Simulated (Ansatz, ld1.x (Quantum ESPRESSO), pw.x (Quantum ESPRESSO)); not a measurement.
## What a changed setting does to a pw.x run (fcc Ni)

Potential: PAW, ld1.x (Quantum ESPRESSO) 7.5, LDA (PW92); core [Ar], reference 3d8 4s2 4p0; waves: 4s (bound): rcut 2.10, rcutus 2.25 bohr; 4s channel at -0.15 Ry: rcut 2.10, rcutus 2.25 bohr; 4p (bound, empty): rcut 2.40, rcutus 2.65 bohr; 4p channel at 4.9 Ry: rcut 2.40, rcutus 2.65 bohr; 3d (bound): rcut 1.50, rcutus 2.16 bohr; 3d channel at 1.3 Ry: rcut 1.50, rcutus 2.16 bohr; local part: all-electron potential smoothed inside 1.30 bohr (lloc = -2); core correction: a·sin(br)/r model core inside 1.25 bohr; augmentation: BESSEL, radius 1.50 bohr.

The reference run (k-mesh 16³, cutoffs 45/360 Ry, Fermi–Dirac 0.01 Ry, mixing_beta 0.4, conv_thr 1e-9, no spin) gives -3.43 GPa at 10.008 Å³/atom, where all-electron LAPW gives 0.43 GPa. This run, with its own iteration cap, changes startingwfc to random.

```
&control
  calculation='scf', prefix='x', pseudo_dir='./', outdir='./tmp', tstress=.true., disk_io='none'
/
&system
  ibrav=0, nat=1, ntyp=1, ecutwfc=45, ecutrho=360, nbnd=12,
  occupations='smearing', smearing='fd', degauss=0.01
/
&electrons
  conv_thr=1e-09, mixing_beta=0.4, electron_maxstep=60, startingwfc='random'
/
ATOMIC_SPECIES
Ni 1.0 Ni.UPF
CELL_PARAMETERS angstrom
  0.00000000 1.71043182 1.71043182
  1.71043182 0.00000000 1.71043182
  1.71043182 1.71043182 0.00000000
ATOMIC_POSITIONS crystal
Ni 0.0000 0.0000 0.0000
K_POINTS automatic
16 16 16 0 0 0
```

```bash
pw.x < Ni.scf.in > Ni.scf.out
```

Problem. How does the run end?

Solution. It converges in 8 iterations; the free energy moves by +0.0 meV/atom and the pressure by -1.20 GPa.

```
Message from routine setup:
     using ibrav=0 with symmetry is DISCOURAGED, use correct ibrav instead
     lattice parameter (alat)  =       4.5711  a.u.
     unit-cell volume          =      67.5373 (a.u.)^3
     number of electrons       =        10.00
     number of Kohn-Sham states=           12
     kinetic-energy cutoff     =      45.0000  Ry
     charge density cutoff     =     360.0000  Ry
     scf convergence threshold =      1.0E-09
     Exchange-correlation= SLA  PW   NOGX NOGC
     number of k points=   145  Fermi-Dirac smearing, width (Ry)=  0.0100
     iteration #  1     ecut=    45.00 Ry     beta= 0.40
     c_bands:  2 eigenvalues not converged
     c_bands:  3 eigenvalues not converged
     c_bands:  5 eigenvalues not converged
     c_bands:  1 eigenvalues not converged
     c_bands:  1 eigenvalues not converged
     c_bands:  4 eigenvalues not converged
     [... 215 repeated lines left out ...]
     total energy              =    -180.84082230 Ry
     estimated scf accuracy    <       0.00128681 Ry
     iteration #  2     ecut=    45.00 Ry     beta= 0.40
     [... 99 repeated lines left out ...]
     total energy              =    -180.84107730 Ry
     estimated scf accuracy    <       0.00201196 Ry
     iteration #  3     ecut=    45.00 Ry     beta= 0.40
     [... 51 repeated lines left out ...]
     total energy              =    -180.83956989 Ry
     estimated scf accuracy    <       0.00037362 Ry
     iteration #  4     ecut=    45.00 Ry     beta= 0.40
     [... 84 repeated lines left out ...]
     total energy              =    -180.83971775 Ry
     estimated scf accuracy    <       0.00000991 Ry
     iteration #  5     ecut=    45.00 Ry     beta= 0.40
     [... 44 repeated lines left out ...]
     total energy              =    -180.83979385 Ry
     estimated scf accuracy    <       0.00000151 Ry
     iteration #  6     ecut=    45.00 Ry     beta= 0.40
     [... 35 repeated lines left out ...]
     total energy              =    -180.83979896 Ry
     estimated scf accuracy    <       0.00000029 Ry
     iteration #  7     ecut=    45.00 Ry     beta= 0.40
     [... 11 repeated lines left out ...]
     total energy              =    -180.83979966 Ry
     estimated scf accuracy    <       0.00000002 Ry
     iteration #  8     ecut=    45.00 Ry     beta= 0.40
     [... 19 repeated lines left out ...]
     the Fermi energy is    14.9600 ev
!    total energy              =    -180.83979984 Ry
     estimated scf accuracy    <          1.6E-10 Ry
     smearing contrib. (-TS)   =      -0.00989184 Ry
     The total energy is F=E-TS. E is the sum of the following terms:
     one-electron contribution =      -7.57636469 Ry
     hartree contribution      =      16.93887296 Ry
     xc contribution           =     -19.24013769 Ry
     ewald contribution        =     -70.92374266 Ry
     one-center paw contrib.   =    -100.02853592 Ry
     convergence has been achieved in   8 iterations
          total   stress  (Ry/bohr**3)                   (kbar)     P=      -46.31
     Message from routine punch:
     Nothing written, as per user request (disk_io='none')
```

The run took about 25 s on one core of a shared host (Intel(R) Xeon(R) Platinum 8488C, 96 threads, 744 GiB, load 55).
